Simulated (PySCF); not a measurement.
Compound: C3H3F3.
Atom-mapped SMILES: `[F:1][C@H:2]1[CH2:3][C:4]1([F:5])[F:6]` (hydrogens: H7 on C2; H8, H9 on C3)

Computed by this run: PySCF 2.14.0, PBE0-D3(BJ)/def2-SVP geometry optimisation, gas phase; density fitting, grid level 1; the optimiser is geomeTRIC in internal coordinates, started from a GFN2-xTB structure with every atom displaced at random (about 0.01 Å).

Step 0: E = -11289.0427 eV
```
atom  x, y, z in Å  |  force x, y, z in eV/Å
F1      1.8642   -0.0288   -0.6668   -0.721   0.070   0.249
C2      0.8303   -0.0918    0.2283    1.442   0.122  -0.543
C3     -0.3716    0.8261    0.0448    0.504  -0.818   0.998
C4     -0.4555   -0.6252   -0.1993   -2.134  -1.534  -0.773
F5     -0.6863   -1.0921   -1.4599    0.674   0.669   1.064
F6     -1.1830   -1.4019    0.6547    0.733   0.657  -0.340
H7      1.2209   -0.3286    1.2213   -0.306   0.042   0.215
H8     -0.8059    1.2540    0.9361   -0.267   0.055   0.432
H9     -0.3575    1.4713   -0.7911    0.075   0.736  -1.302
```

Step 1: E = -11289.0767 eV
```
atom  x, y, z in Å  |  force x, y, z in eV/Å
F1      1.7589   -0.0533   -0.7226    0.133  -0.112   0.025
C2      0.8217   -0.1132    0.2425   -0.278   0.195   0.044
C3     -0.3725    0.8162    0.0890    0.156   0.011  -0.467
C4     -0.5149   -0.6433   -0.1480    1.209   0.476  -0.314
F5     -0.5421   -0.9702   -1.4405   -0.644  -0.506  -0.240
F6     -1.2115   -1.4738    0.6085   -0.225  -0.021   0.115
H7      1.2408   -0.2918    1.2354   -0.083  -0.032   0.142
H8     -0.7574    1.3290    0.9615   -0.223   0.037   0.319
H9     -0.3674    1.3836   -0.8577   -0.044  -0.048   0.375
```

Step 2: E = -11289.1553 eV
```
atom  x, y, z in Å  |  force x, y, z in eV/Å
F1      1.8036   -0.0587   -0.7078   -0.037   0.011   0.065
C2      0.8395   -0.1025    0.2334   -0.164  -0.013  -0.019
C3     -0.3597    0.8220    0.0745    0.046  -0.098  -0.005
C4     -0.4887   -0.6371   -0.1662    0.318   0.168  -0.590
F5     -0.6072   -1.0138   -1.4475   -0.044  -0.063   0.146
F6     -1.2025   -1.4346    0.6163   -0.048  -0.016   0.296
H7      1.2278   -0.2882    1.2407   -0.067  -0.041   0.024
H8     -0.7887    1.2800    0.9694    0.008  -0.016  -0.001
H9     -0.3685    1.4161   -0.8447   -0.014   0.067   0.086
```

**Question.** Estimate the geometry and energy of step 3. (The exact step hangs on the optimiser's Hessian estimate; all steps are aligned on step 2, rigid shifts and turns removed.)

**Answer.** E = -11289.1708 eV, largest force 0.408 eV/Å
```
atom  x, y, z in Å  |  force x, y, z in eV/Å
F1      1.8159   -0.0538   -0.7009   -0.013   0.026   0.015
C2      0.8394   -0.1007    0.2251   -0.002  -0.015   0.062
C3     -0.3556    0.8246    0.0652   -0.028  -0.073   0.072
C4     -0.4804   -0.6333   -0.1804   -0.006  -0.026  -0.407
F5     -0.6216   -1.0395   -1.4481    0.028   0.031   0.147
F6     -1.1874   -1.4130    0.6353    0.007   0.014   0.160
H7      1.2064   -0.2997    1.2383   -0.017  -0.025  -0.005
H8     -0.7940    1.2568    0.9693    0.019   0.004  -0.038
H9     -0.3670    1.4419   -0.8357    0.011   0.065  -0.007
```

The energy changes by -0.0155 eV. The first-order estimate −F·Δx gives -0.0232 eV and the mean of the old and new forces, exact on a quadratic surface, -0.0158 eV. The step makes an angle of 65° with the force vector and moves no atom by more than 0.032 Å.

The cost below is that of the whole optimisation. Time: 25 s of wall time; peak memory 0.41 GiB. Hardware: an Arm Neoverse V2 with one thread, no GPU, shared host with 96 logical CPUs at a one-minute load of 35.
